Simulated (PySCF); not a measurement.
Compound: FH3Si2 (triplet state).
SMILES: `F[Si][SiH3]`

Method used: PBE0-D3(BJ)/def2-SVP geometry optimisation, gas phase (PySCF 2.14.0).

Masses are those of the commonest isotopes; rigid-rotor values at the optimised geometry. 

Q: What are A, B and C (MHz)?

A: Ia = 22.57, Ib = 158.91, Ic = 175.48 u·Å²; 505379 MHz·u·Å²/I gives A = 22395, B = 3180, C = 2880 MHz.

Q: What kind of rotor is it?

A: A near-prolate asymmetric top. Ray's parameter κ = (2B − A − C)/(A − C) = -0.969; −1 is the prolate and +1 the oblate limit.

Q: What does the inertial defect say?

A: Not planar: Δ = Ic − Ia − Ib = -6.00 u·Å². For a rigid frame Δ = −2 Σ m c², so Σ m c² = 3.00 u·Å² lies off the ab plane, practically all of it from hydrogen. The atom farthest from that plane is 1.23 Å away.

Q: Give the coordinates in the principal-axis frame, origin at the centre of mass.

A: The sense of each axis is arbitrary; atoms in the order of the calculation.
```csv
atom,mass (u),a (Å),b (Å),c (Å)
F1,18.998,1.785,-0.560,0.000
Si2,27.977,0.613,0.586,0.000
Si3,27.977,-1.601,-0.174,0.000
H4,1.008,-1.919,-0.968,1.227
H5,1.008,-1.910,-0.993,-1.212
H6,1.008,-2.389,1.093,-0.016
```

Q: Predict some low-J microwave lines.

A: The dipole components are |μa| = 1.42 D, |μb| = 0.71 D, |μc| = 0.00 D; the mirror of this Cs structure is the ab plane, so μc vanishes by symmetry and there are no c-type lines. Intensities carry the squares of the components, which stand as 1.00 : 0.25 (a : b). Some lines, for components of 0.1 D or more:

```
type  branch         J(Ka,Kc)     MHz  lower level (cm⁻¹)
   a       Q  1(1,0) ← 1(1,1)     300               0.843
   a       Q  2(1,1) ← 2(1,2)     901               1.237
   a       Q  3(1,2) ← 3(1,3)    1802               1.829
   a       R  1(0,1) ← 0(0,0)    6060               0.000
   a       R  2(1,2) ← 1(1,1)   11820               0.843
   a       R  2(1,1) ← 1(1,0)   12421               0.853
   a       R  3(1,3) ← 2(1,2)   17728               1.237
   a       R  3(2,2) ← 2(2,1)   18180               3.190
   a       R  3(2,1) ← 2(2,0)   18194               3.190
   a       R  3(1,2) ← 2(1,1)   18629               1.267
   b       Q  1(1,0) ← 1(0,1)   19515               0.202
   b       Q  3(1,2) ← 3(0,3)   20281               1.212
   b       R  1(1,1) ← 0(0,0)   25274               0.000
   b       Q  2(2,1) ← 2(1,2)   58544               1.237
   b       Q  3(2,2) ← 3(1,3)   58996               1.829
   b       R  3(2,2) ← 2(1,1)   75823               1.267
   b       R  3(2,1) ← 2(1,2)   76742               1.237
   b       Q  3(3,1) ← 3(2,2)   96824               3.797
   b       R  3(3,1) ← 2(2,0)  115001               3.190
   b       R  3(3,0) ← 2(2,1)  115005               3.190
```

For this open shell read J as N, the rotation without spin; fine and hyperfine splittings come on top. No frequency check. ⟨S²⟩ = 2.003 (exact for a triplet: 2.00). This triplet need not be the ground state; the singlet was not compared here. Constants of a rigid frame at the computed geometry: no zero-point averaging, no centrifugal distortion. A rigid rotor knows nothing of internal rotation, which can split or shift real lines.

The run took 10 s of wall time on an Arm Neoverse V1 with one thread, no GPU, shared host. This is the geometry optimisation.
